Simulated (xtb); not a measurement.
These are GFN2-xTB (xtb) values and carry that method's errors.

```
xtb start.xyz --ohess tight --gfn 2 --chrg 0 --uhf 0 --iterations 400

# start.xyz
3

O      0.009139     0.397710     0.000000
H     -0.767836    -0.181317     0.000000
H      0.758697    -0.216393     0.000000
```

Output:

```
[...]
 * total energy  :    -5.0702080 Eh     change        0.2664535E-14 Eh
   gradient norm :     0.0189806 Eh/α   predicted     0.0000000E+00 (-100.00%)
.............................. CYCLE    2 ..............................
 * total energy  :    -5.0704583 Eh     change       -0.2502565E-03 Eh
   gradient norm :     0.0081674 Eh/α   predicted    -0.1708577E-03 ( -31.73%)
.............................. CYCLE    3 ..............................
 * total energy  :    -5.0705424 Eh     change       -0.8409726E-04 Eh
   gradient norm :     0.0009902 Eh/α   predicted    -0.7934069E-04 (  -5.66%)
.............................. CYCLE    4 ..............................
 * total energy  :    -5.0705443 Eh     change       -0.1975852E-05 Eh
   gradient norm :     0.0001963 Eh/α   predicted    -0.1640504E-05 ( -16.97%)
.............................. CYCLE    5 ..............................
 * total energy  :    -5.0705444 Eh     change       -0.1002179E-06 Eh
   gradient norm :     0.0000737 Eh/α   predicted    -0.7519362E-07 ( -24.97%)
   *** GEOMETRY OPTIMIZATION CONVERGED AFTER 5 ITERATIONS ***
  Final Singlepoint                |
           -------------------------------------------------

          ...................................................
          :                      SETUP                      :
          :.................................................:
          :  # basis functions                   6          :
          :  # atomic orbitals                   6          :
          :  # shells                            4          :
          :  # electrons                         8          :
          :  max. iterations                   400          :
          :  Hamiltonian                  GFN2-xTB          :
          :  restarted?                      false          :
          :  GBSA solvation                  false          :
          :  PC potential                    false          :
          :  electronic temp.          300.0000000     K    :
          :  accuracy                    1.0000000          :
          :  -> integral cutoff          0.2500000E+02      :
          :  -> integral neglect         0.1000000E-07      :
          :  -> SCF convergence          0.1000000E-05 Eh   :
          :  -> wf. convergence          0.1000000E-03 e    :
          :  Broyden damping             0.4000000          :
          :  net charge                          0          :
          :  unpaired electrons                  0          :
          ...................................................

 iter      E             dE          RMSdq      gap      omega  full diag
   1     -5.1048996 -0.510490E+01  0.183E-06   14.39       0.0  T
   2     -5.1048996 -0.888178E-15  0.112E-06   14.39   51749.4  T
   3     -5.1048996 -0.266454E-14  0.447E-08   14.39  100000.0  T

   *** convergence criteria satisfied after 3 iterations ***

         #    Occupation            Energy/Eh            Energy/eV
      -------------------------------------------------------------
         1        2.0000           -0.6800804             -18.5059
         2        2.0000           -0.5682979             -15.4642
         3        2.0000           -0.5108780             -13.9017
         4        2.0000           -0.4463863             -12.1468 (HOMO)
         5                          0.0823750               2.2415 (LUMO)
         6                          0.2513842               6.8405
      -------------------------------------------------------------
                  HL-Gap            0.5287613 Eh           14.3883 eV
             Fermi-level           -0.1820056 Eh           -4.9526 eV


         :::::::::::::::::::::::::::::::::::::::::::::::::::::
         ::                     SUMMARY                     ::
         :::::::::::::::::::::::::::::::::::::::::::::::::::::
         :: total energy              -5.070544444348 Eh    ::
         :: gradient norm              0.000073359940 Eh/a0 ::
         :: HOMO-LUMO gap             14.388328618580 eV    ::
         ::.................................................::
         :: SCC energy                -5.104899591683 Eh    ::
         :: -> isotropic ES            0.031458947208 Eh    ::
         :: -> anisotropic ES          0.000396427441 Eh    ::
         :: -> anisotropic XC         -0.000880907395 Eh    ::
         :: -> dispersion             -0.000141085842 Eh    ::
         :: repulsion energy           0.034355147335 Eh    ::
         :: add. restraining           0.000000000000 Eh    ::
         :: total charge              -0.000000000000 e     ::
         :::::::::::::::::::::::::::::::::::::::::::::::::::::

           -------------------------------------------------
          |                Numerical Hessian                |
           -------------------------------------------------
step length          :   0.00500
SCC accuracy         :   0.30000
Hessian scale factor :   1.00000
frozen atoms in %    :   0.00000    0
RMS gradient         :   0.00007
estimated CPU  time      0.00 min
estimated wall time      0.00 min

writing file <hessian>.

 projected vibrational frequencies (cm⁻¹)
eigval :       -0.00    -0.00     0.00     0.00     0.00     0.00
eigval :     1539.66  3642.43  3650.58
           -------------------------------------------------
          |                Property Printout                |
           -------------------------------------------------

    * Orbital Energies and Occupations

         #    Occupation            Energy/Eh            Energy/eV
      -------------------------------------------------------------
         1        2.0000           -0.6800803             -18.5059
         2        2.0000           -0.5682979             -15.4642
         3        2.0000           -0.5108780             -13.9017
         4        2.0000           -0.4463863             -12.1468 (HOMO)
         5                          0.0823750               2.2415 (LUMO)
         6                          0.2513842               6.8405
      -------------------------------------------------------------
                  HL-Gap            0.5287613 Eh           14.3883 eV
             Fermi-level           -0.1820056 Eh           -4.9526 eV

     #   Z          covCN         q      C6AA      α(0)
     1   8 O        1.611    -0.565    24.357     6.661
     2   1 H        0.805     0.282     0.776     1.384
     3   1 H        0.805     0.282     0.776     1.384

 Mol. C6AA /au·bohr⁶  :         44.535190
 Mol. C8AA /au·bohr⁸  :        795.733971
 Mol. α(0) /au        :          9.429121

Wiberg/Mayer (AO) data.
largest (>0.10) Wiberg bond orders for each atom

 ---------------------------------------------------------------------------
     #   Z sym  total        # sym  WBO       # sym  WBO       # sym  WBO
 ---------------------------------------------------------------------------
     1   8 O    1.840 --     2 H    0.920     3 H    0.920
     2   1 H    0.920 --     1 O    0.920
     3   1 H    0.920 --     1 O    0.920
 ---------------------------------------------------------------------------

Topologies differ in total number of bonds
Writing topology from bond orders to xtbtopo.mol

molecular dipole:
                 x           y           z       tot (Debye)
 q only:       -0.014      -0.607       0.000
   full:       -0.020      -0.872       0.000       2.217
molecular quadrupole (traceless):
                xx          xy          yy          xz          yz          zz
 q only:        1.310      -0.049      -0.818      -0.000       0.000      -0.492
  q+dip:        1.746      -0.067      -1.174      -0.000       0.000      -0.572
   full:        1.950      -0.071      -1.119      -0.000       0.000      -0.830

           -------------------------------------------------
          |                Geometry Summary                 |
           -------------------------------------------------

      molecular mass/u    :       18.0152864
   center of mass at/Å    :        0.0072544       0.3156424      -0.0000006
  moments of inertia/u·Å² :        0.5798617E+00   0.1202028E+01   0.1781890E+01
rotational constants/cm⁻¹ :        0.2907182E+02   0.1402432E+02   0.9460536E+01

 * 2 selected distances

     #   Z          #   Z                                           value/Å
Molecule has the following symmetry elements: (C2) 2*(sigma)
It seems to be the C2v point group
     1   8 O        2   1 H                                       0.9592542 (max)
     1   8 O        3   1 H                                       0.9592542 (min)

 * 1 distinct bonds (by element types)

   Z      Z             #   av. dist./Å        max./Å        min./Å
   1 H    8 O           2     0.9592542     0.9592542     0.9592542

           -------------------------------------------------
          |               Frequency Printout                |
           -------------------------------------------------
 projected vibrational frequencies (cm⁻¹)
eigval :       -0.00    -0.00     0.00     0.00     0.00     0.00
eigval :     1539.66  3642.43  3650.58
 reduced masses (amu)
   1:  5.63   2:  1.01   3: 16.00   4: 12.86   5: 11.36   6:  1.35   7:  2.15   8:  1.55
   9:  2.14
 IR intensities (km·mol⁻¹)
   1: 67.25   2:159.97   3: 39.18   4: 10.18   5: 46.81   6:151.38   7:133.22   8:  6.76
   9: 16.59
 Raman intensities (Ä⁴*amu⁻¹)
   1:  0.00   2:  0.00   3:  0.00   4:  0.00   5:  0.00   6:  0.00   7:  0.00   8:  0.00
   9:  0.00
 output can be read by thermo (or use thermo option).
 writing <g98.out> molden fake output.
 recommended (thermochemical) frequency scaling factor: 1.0
           -------------------------------------------------
          |             Thermodynamic Functions             |
           -------------------------------------------------

c2v symmetry found (for desy threshold:  0.10E+00) used in thermo

          ...................................................
          :                      SETUP                      :
          :.................................................:
          :  # frequencies                           3      :
          :  # imaginary freq.                       0      :
          :  linear?                             false      :
          :  only rotor calc.                    false      :
          :  symmetry                              c2v      :
          :  rotational number                       2      :
          :  scaling factor                  1.0000000      :
          :  rotor cutoff                   50.0000000 cm⁻¹ :
          :  imag. cutoff                  -20.0000000 cm⁻¹ :
          :.................................................:

    mode    ω/cm⁻¹     T·S(HO)/kcal·mol⁻¹    T·S(FR)/kcal·mol⁻¹   T·S(vib)
   ------------------------------------------------------------------------
   ------------------------------------------------------------------------

   temp. (K)  partition function   enthalpy   heat capacity  entropy
                                   cal/mol     cal/K/mol   cal/K/mol   J/K/mol
 298.15  VIB   1.00                    2.614      0.065      0.010
         ROT   42.6                  888.752      2.981     10.435
         INT   42.6                  891.366      3.046     10.445
         TR   0.740E+26             1481.254      4.968     34.593
         TOT                        2372.6199     8.0142    45.0386   188.4414

       T/K    H(0)-H(T)+PV         H(T)/Eh          T*S/Eh         G(T)/Eh
   ------------------------------------------------------------------------
    298.15    0.378101E-02    0.239033E-01    0.213993E-01    0.250401E-02
   ------------------------------------------------------------------------

         :::::::::::::::::::::::::::::::::::::::::::::::::::::
         ::                  THERMODYNAMIC                  ::
         :::::::::::::::::::::::::::::::::::::::::::::::::::::
         :: total free energy          -5.068040430149 Eh   ::
         ::.................................................::
         :: total energy               -5.070544444348 Eh   ::
         :: zero point energy           0.020122287799 Eh   ::
         :: G(RRHO) w/o ZPVE           -0.017618273601 Eh   ::
         :: G(RRHO) contrib.            0.002504014199 Eh   ::
         :::::::::::::::::::::::::::::::::::::::::::::::::::::

optimized geometry written to: xtbopt.xyz

           -------------------------------------------------
          | TOTAL ENERGY               -5.070544444348 Eh   |
          | TOTAL ENTHALPY             -5.046641146024 Eh   |
          | TOTAL FREE ENERGY          -5.068040430149 Eh   |
          | GRADIENT NORM               0.000073359897 Eh/α |
          | HOMO-LUMO GAP              14.388328609722 eV   |
           -------------------------------------------------

------------------------------------------------------------------------
```

Cost: about 0.05 core-seconds (a rough figure).
